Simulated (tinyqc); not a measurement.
RHF in the sto-3g basis, for LiH, spin multiplicity 1, step by step. One step of it, computed by the program tinyqc.

Problem. Iteration 1: building the Fock matrix. J_ij = sum D_kl (ij|kl), K_ij = sum D_kl (ik|jl); F = H + J - 0.5 K; E = tr D H + tr D J / 2 - 0.25 tr D K + E_nn.

D at the start, lower triangle:
```
,1Li 1s,1Li 2s,1Li 2px,1Li 2py,1Li 2pz,2H 1s
1Li 1s,2.044878
1Li 2s,-0.118320,0.203768
1Li 2px,0.000000,0.000000,0.000000
1Li 2py,0.000000,0.000000,0.000000,0.000000
1Li 2pz,-0.067301,0.209429,0.000000,0.000000,0.216739
2H 1s,-0.130680,0.416579,0.000000,0.000000,0.431208,0.857904
```

core Hamiltonian H = T + V (hartree), lower triangle:
```
,1Li 1s,1Li 2s,1Li 2px,1Li 2py,1Li 2pz,2H 1s
1Li 1s,-4.724876
1Li 2s,-1.061448,-1.389296
1Li 2px,0.000000,0.000000,-1.130265
1Li 2py,0.000000,0.000000,0.000000,-1.130265
1Li 2pz,-0.014959,-0.118799,0.000000,0.000000,-1.225558
2H 1s,-0.265025,-0.656545,0.000000,0.000000,-0.807771,-1.421021
```

Two-electron integrals (ij|kl) in chemists' order, unique and non-zero (hartree):
```
i,j,k,l,(ij|kl)
1,1,1,1,1.680395
2,1,1,1,0.265420
2,1,2,1,0.049941
2,2,1,1,0.397727
2,2,2,1,0.092860
2,2,2,2,0.290562
3,1,3,1,0.008981
3,2,3,1,0.013788
3,2,3,2,0.064184
3,3,1,1,0.396640
3,3,2,1,0.092880
3,3,2,2,0.290497
3,3,3,3,0.312946
4,1,4,1,0.008981
4,2,4,1,0.013788
4,2,4,2,0.064184
4,3,4,3,0.016869
4,4,1,1,0.396640
4,4,2,1,0.092880
4,4,2,2,0.290497
4,4,3,3,0.279207
4,4,4,4,0.312946
5,1,5,1,0.008981
5,2,5,1,0.013788
5,2,5,2,0.064184
5,3,5,3,0.016869
5,4,5,4,0.016869
5,5,1,1,0.396640
5,5,2,1,0.092880
5,5,2,2,0.290497
5,5,3,3,0.279207
5,5,4,4,0.279207
5,5,5,5,0.312946
6,1,1,1,0.062515
6,1,2,1,0.011825
6,1,2,2,0.022392
6,1,3,3,0.022130
6,1,4,4,0.022130
6,1,5,1,0.001400
6,1,5,2,0.002718
6,1,5,5,0.022927
6,1,6,1,0.003061
6,2,1,1,0.141390
6,2,2,1,0.033381
6,2,2,2,0.109764
6,2,3,3,0.104176
6,2,4,4,0.104176
6,2,5,1,0.005427
6,2,5,2,0.032426
6,2,5,5,0.120828
6,2,6,1,0.009436
6,2,6,2,0.068075
6,3,3,1,0.002728
6,3,3,2,0.012555
6,3,5,3,0.005040
6,3,6,3,0.004967
6,4,4,1,0.002728
6,4,4,2,0.012555
6,4,5,4,0.005040
6,4,6,4,0.004967
6,5,1,1,0.173581
6,5,2,1,0.041424
6,5,2,2,0.141413
6,5,3,3,0.131882
6,5,4,4,0.131882
6,5,5,1,0.008427
6,5,5,2,0.049639
6,5,5,5,0.160306
6,5,6,1,0.012195
6,5,6,2,0.096165
6,5,6,5,0.137864
6,6,1,1,0.317858
6,6,2,1,0.076368
6,6,2,2,0.275328
6,6,3,3,0.251287
6,6,4,4,0.251287
6,6,5,1,0.014301
6,6,5,2,0.103748
6,6,5,5,0.323080
6,6,6,1,0.022568
6,6,6,2,0.212657
6,6,6,5,0.312214
6,6,6,6,0.774606
```

nuclear repulsion = 0.95634436 hartree

Give: Coulomb J; exchange K; Fock matrix F; total energy of this density.

Solution.

Coulomb J (hartree), lower triangle:
```
,1Li 1s,1Li 2s,1Li 2px,1Li 2py,1Li 2pz,2H 1s
1Li 1s,4.0643
1Li 2s,0.6959,1.3573
1Li 2px,0.0000,0.0000,1.3191
1Li 2py,0.0000,0.0000,0.0000,1.3191
1Li 2pz,0.0283,0.1831,0.0000,0.0000,1.4262
2H 1s,0.1725,0.6623,0.0000,0.0000,0.8920,1.9046
```

exchange K (hartree), lower triangle:
```
,1Li 1s,1Li 2s,1Li 2px,1Li 2py,1Li 2pz,2H 1s
1Li 1s,3.3829
1Li 2s,0.5265,0.3224
1Li 2px,0.0000,0.0000,0.0502
1Li 2py,0.0000,0.0000,0.0000,0.0502
1Li 2pz,0.0145,0.2894,0.0000,0.0000,0.3917
2H 1s,0.1410,0.4846,0.0000,0.0000,0.6233,1.1915
```

Fock matrix F (hartree), lower triangle:
```
,1Li 1s,1Li 2s,1Li 2px,1Li 2py,1Li 2pz,2H 1s
1Li 1s,-2.3521
1Li 2s,-0.6288,-0.1932
1Li 2px,0.0000,0.0000,0.1638
1Li 2py,0.0000,0.0000,0.0000,0.1638
1Li 2pz,0.0060,-0.0804,0.0000,0.0000,0.0048
2H 1s,-0.1630,-0.2366,0.0000,0.0000,-0.2274,-0.1121
```

total energy of this density = -7.834157 hartree

This density is the starting one.
